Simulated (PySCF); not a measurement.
C3H6P2.
SMILES with atom numbers: `[CH:1]#[C:2][PH:3][CH2:4][PH2:5]` (hydrogens: H6 on C1; H7 on P3; H8, H9 on C4; H10, H11 on P5)

Cartesian coordinates in Å at the GFN2-xTB level; atoms count from 1:
```
atom  x, y, z in Å
C1     2.495    0.204   -0.180
C2     1.506   -0.415   -0.473
P3     0.148   -1.482   -0.835
C4    -1.214   -0.536    0.030
P5    -1.464    1.275   -0.334
H6     3.340    0.783    0.056
H7    -0.077   -0.923   -2.107
H8    -2.156   -1.049   -0.196
H9    -1.058   -0.638    1.111
H10   -1.394    1.153   -1.724
H11   -0.120    1.631   -0.253
```

Level of theory: TDDFT wB97X-D/def2-SVPD, vertical, gas phase, core orbitals frozen in the response in PySCF 2.14.0, density-fitted response routines.

Broadening: Gaussians 0.3 eV wide at half height, area fixed by f = 4.319×10⁻⁹ ∫ε dν̃. The width is an assumption, not a result. The curve ends short of the highest state used, and states not computed would add to its high-energy end.

λ (nm), ε (L mol⁻¹ cm⁻¹) and a bar:
```
    189.0       3276 ###############
    190.2       2293 ###########
    191.4       1544 #######
    192.6       1068 #####
    193.7        893 ####
    194.9       1000 #####
    196.1       1426 #######
    197.3       2155 ##########
    198.5       3127 ###############
    199.7       4220 ####################
    200.9       5256 #########################
    202.1       6043 ############################
    203.2       6410 ##############################
    204.4       6354 ##############################
    205.6       5849 ###########################
    206.8       5012 #######################
    208.0       4007 ###################
    209.2       2995 ##############
    210.4       2097 ##########
    211.6       1379 ######
    212.7        891 ####
    213.9        524 ##
    215.1        295 #
    216.3        166 #
    217.5        106 
    218.7         98 
    219.9        133 #
    221.1        212 #
    222.2        328 ##
    223.4        507 ##
    224.6        742 ###
    225.8       1028 #####
    227.0       1347 ######
    228.2       1673 ########
    229.4       1971 #########
    230.6       2208 ##########
    231.7       2346 ###########
    232.9       2394 ###########
    234.1       2333 ###########
    235.3       2174 ##########
    236.5       1939 #########
    237.7       1658 ########
    238.9       1361 ######
    240.1       1074 #####
    241.3        815 ####
    242.4        613 ###
    243.6        434 ##
    244.8        296 #
    246.0        195 #
    247.2        125 #
    248.4         77 
    249.6         46 
    250.8         27 
    251.9         16 
    253.1          9 
    254.3          5
```

Problem. Locate the maxima and give the states behind the curve.

Solution. 233 nm (5.32 eV), ε about 2400, made up of S1 (100%); 204 nm (6.09 eV), ε about 6400, made up of S2 (73%) and S3 (27%) (ε in L mol⁻¹ cm⁻¹; maxima over ε = 5, shares over 10%). At its high-energy end, 6.56 eV, the curve is still rising (ε about 3300, from S4 and S5). The states used: S1 5.33 eV (f 0.027); S2 6.07 eV (f 0.053); S3 6.13 eV (f 0.020); S4 6.63 eV (f 0.027); S5 6.78 eV (f 0.054); S6 6.93 eV (f 0.057); S7 7.06 eV (f 0.0095); S8 7.16 eV (f 0.093).

Problem. On this curve, what absorbance would a 10⁻⁵ mol/L sample give at 193 nm over a 1 cm path?

Solution. 193 nm is 6.424 eV, where ε is about 970 L mol⁻¹ cm⁻¹, so A = ε c l ≈ 0.0097 (Beer–Lambert, with the gas-phase spectrum and the assumed width).

Problem. Coming from long wavelengths, where does ε first pass 100 L mol⁻¹ cm⁻¹?

Solution. At about 248 nm (5.00 eV), 0.32 eV below S1.

Problem. What would ε be at 6.09 eV, the highest of these maxima, with half the width (0.15 eV)?

Solution. About 12000 L mol⁻¹ cm⁻¹ against 6450, a factor of about 1.9; a lone state at its own centre would give exactly 2.

On one thread of an Arm Neoverse V2, on a shared host, this took 13 s wall and 0.69 GiB of memory at its peak.

One conformer stands for the species.
